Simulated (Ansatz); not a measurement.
in.yaml

```yaml
crystal:
  periodic: [false, false, false]
  atoms:
    - {symbol: Al, position_ang: [0.000000, 0.031486, 0.623619]}
    - {symbol: C, position_ang: [0.000000, -0.127104, -1.220058]}
    - {symbol: H, position_ang: [0.000000, 0.671738, -2.155339]}
basis:
  gaussian: {orbitals: 6-31G}
correlation: {method: fic_mrcisd_q, electrons: valence, active_space: {window: {electrons: 2, orbitals: 2}, states: [{multiplicity: 1, irrep: T2g, weights: [1]}]}}
```

```sh
$ ansatz run in.yaml --threads 1 --pin off --events-out ev --progress --plain --max-ram 2393MiB
```

Problem. One thing in this input was set wrong on purpose, beside settings that are merely unusual. What is the gravest fault, and what does the program do?

Solution. Irrep not in the group. How the run ends: stopped by an error.
```
the irreps are read with x along [0.000, 1.000, 0.000], y along [0.000, 0.000, 1.000] and z along [1.000, 0.000, 0.000] of the geometry given
509 factors; integrals over basis functions are off by at most 1.5e-7 eV
mean field evaluation 1: about -7619.7353 eV, gradient 2.3e1 eV
mean field evaluation 2: about -7619.7367 eV, gradient 2.3e1 eV
mean field evaluation 4: about -7622.3023 eV, gradient 3.3e0 eV
mean field evaluation 8: about -7622.6401 eV, gradient 2.2e-1 eV
mean field evaluation 16: about -7622.6501 eV, gradient 2.9e-1 eV
mean field evaluation 32: about -7622.7095 eV, gradient 2.9e-6 eV
mean field evaluation 64: about -7622.6411 eV, gradient 1.2e-3 eV
mean field evaluation 96: about -7622.7093 eV, gradient 6.5e-2 eV
mean field evaluation 128: about -7622.6890 eV, gradient 3.3e-1 eV
mean field evaluation 160: about -7620.2633 eV, gradient 2.4e1 eV
mean field -7622.70949743 eV, -280.1294071726 hartree, gradient 2.7e-6 eV, S^2 0.000000; 9 other end points of the search recorded, 0 dependent functions left out; unrestricted orbitals would lower it
reference -7622.70949743 eV, -280.1294071726 hartree; 10, 10 occupied and 14, 14 virtual orbitals, 509 factors
Error: the irrep T2g is not accepted for these orbitals, which take A', A'', or 1 to 2
```
